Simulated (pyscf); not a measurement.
Thermochemistry of product channels of Cl–Ta(Cl)(Cl)(Cl)–Cl + SiH₄ on the singlet surface, in eV, from ωB97M-D3(BJ)/def2-TZVP energies (ideal gas, 1 atm, RRHO with modes under 100 cm⁻¹ raised to 100, one conformer, R ln 2 for chiral ones without a mode under 150 cm⁻¹). Single points on ωB97X-D3(BJ)/def2-SVP structures (PySCF, gas phase).

```json
[
 {"products": "H₃Si–Cl + Cl–TaH(Cl)(Cl)–Cl", "ΔE": "+0.27", "ΔH(298 K)": "+0.29", "ΔG(298 K)": "+0.19", "ΔG(1200 K)": "-0.07"},
 {"products": "HCl + H₃Si–Ta(Cl)(Cl)(Cl)–Cl", "ΔE": "+1.24", "ΔH(298 K)": "+1.25", "ΔG(298 K)": "+1.17", "ΔG(1200 K)": "+0.87"}
]
```

These are energies of the channels, which say nothing of barriers. Elements past Kr carry the def2 core potentials, without spin-orbit coupling.
